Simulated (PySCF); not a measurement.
Benzoquinone, C6H4O2.
Bonds: O1–C2 (double), C2–C3, C3–C4 (double), C4–C5, C5–O6 (double), C5–C7, C7–C8 (double), C2–C8. Hydrogens: H9 on C3; H10 on C4; H11 on C7; H12 on C8.

Probes without a nucleus sit at each ring's centroid and 1 Å off its mean plane on both sides; NICS is minus the shielding there, NICSzz its component along the normal. Level: GIAO B97-2/pcSseg-2 (PySCF, non-relativistic, gas phase) on the PBE0-D3(BJ)/def2-TZVP geometry, one conformer.

Ring bond lengths (Å): C2–C3 1.477, C3–C4 1.333, C4–C5 1.477, C5–C7 1.477, C7–C8 1.333, C8–C2 1.477.

**Question.** Give the NICS values of each ring in ppm.

**Answer.** 
```
             ring                                                    type  NICS(0)  NICS(1), two faces  NICS(1)zz, two faces  rms pucker (Å)  centre to ring atoms, mean (Å)
C2–C3–C4–C5–C7–C8  6-membered carbocycle; formal bonds 2 double, 4 single      8.8           1.3 / 1.3             3.4 / 3.4            0.00                            1.43
```

**Question.** What do they say, and how far can they be read as aromaticity?

**Answer.** 
- C2–C3–C4–C5–C7–C8: mean NICS(1)zz 3.4 ppm, deshielded. That is too small in size for a clear verdict by the NICS criterion. NICS(0) lies 7 ppm above the mean NICS(1).

**Question.** And the bond-length index? Use HOMA with the parameters of Krygowski (1993).

**Answer.** 
- C2–C3–C4–C5–C7–C8: HOMA -0.62 = 1 − EN − GEO, with mean bond length 1.429 Å, EN = α(Ropt − mean)² = 0.438 and GEO = α × variance = 1.184. The geometric and the magnetic index point the same way.

**Question.** What is the mean of the two in-plane components of NICS at the first NICS(1) probe listed for ring C2–C3–C4–C5–C7–C8, 1 Å off the ring?

**Answer.** The isotropic value is a third of the trace: (3 × 1.3 − (3.4))/2 = 0.3 ppm.

**Question.** List the ring angles.

**Answer.** 
- C2–C3–C4–C5–C7–C8: C2 117.4°, C3 121.3°, C4 121.3°, C5 117.4°, C7 121.3°, C8 121.3°; sum 720.0° against 720° for a flat convex ring.

**Question.** What are the shieldings of the ring atoms and their hydrogens in the same run (means over atoms taken as equivalent)?

**Answer.** 
```json
{"atoms": "C2 (×2)", "environment": "ketone carbonyl carbon", "σ isotropic (ppm)": "-11.9"}
{"atoms": "C3 (×4)", "environment": "alkene CH carbon", "σ isotropic (ppm)": "42.7"}
{"atoms": "H9 (×4)", "environment": "vinylic hydrogen", "σ isotropic (ppm)": "24.81"}
```

**Question.** How do the values depend on the level or the medium?

**Answer.** 
```csv
level,"NICS(0), C2–C3–C4–C5–C7–C8","mean NICS(1)zz, C2–C3–C4–C5–C7–C8"
"B97-2/pcSseg-2, gas",8.8,3.4
"KT3/pcSseg-2, gas",8.3,3.6
"PBE0/pcSseg-2, gas",9.0,3.3
"wB97X-D/pcSseg-2, gas",9.0,3.4
"WP04/pcSseg-2, IEF-PCM chloroform",8.3,4.7
"wB97X-D/pcSseg-2, IEF-PCM chloroform",9.2,4.2
```

The geometry is the same throughout; the continuum's cavity takes Bondi-type radii × 1.2.
